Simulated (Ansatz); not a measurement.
Results of r²SCAN (plane waves, PAW; Ansatz, a first-principles code) for 1T (CdI2-type) SnSe₂.

Run with plane-wave cutoff 500 eV, 12×12×6 k mesh (along the axes of the cell as run), Fermi–Dirac smearing 0.05 eV, scalar-relativistic PAW data made under PBE.

Computed at the level's own relaxed cell.

### Question
Predict the equilibrium volume per atom, lattice constant a, c axis length and band gap.

### Answer

- equilibrium volume per atom: 27.79 Å³/atom
- lattice constant a: 3.841 Å
- c axis length: 6.526 Å
- band gap: 1.02 eV (on the SCF k mesh)

Measured, for comparison: band gap 0.98 eV (temperature not stated, not corrected to a static lattice, indirect, our sources range from 0.98 to 1.06; as tabulated in Gonzalez and Oleynik (2016), arXiv:1609.04381); lattice parameter c 6.14 Å (temperature not stated, not corrected to a static lattice; as tabulated in Gonzalez and Oleynik (2016), arXiv:1609.04381). Computed (rounded) less measured: lattice parameter c +6.3 %.

Note: the cell comes from a level without a dispersion term, which matters for the spacing of layers, chains or molecules; the cell has widely spaced layers and the level no dispersion term, so their spacing and the moduli can rest on weak binding.

Spin–orbit coupling is not included.

Cost on a shared machine: very roughly 3 core-minutes.
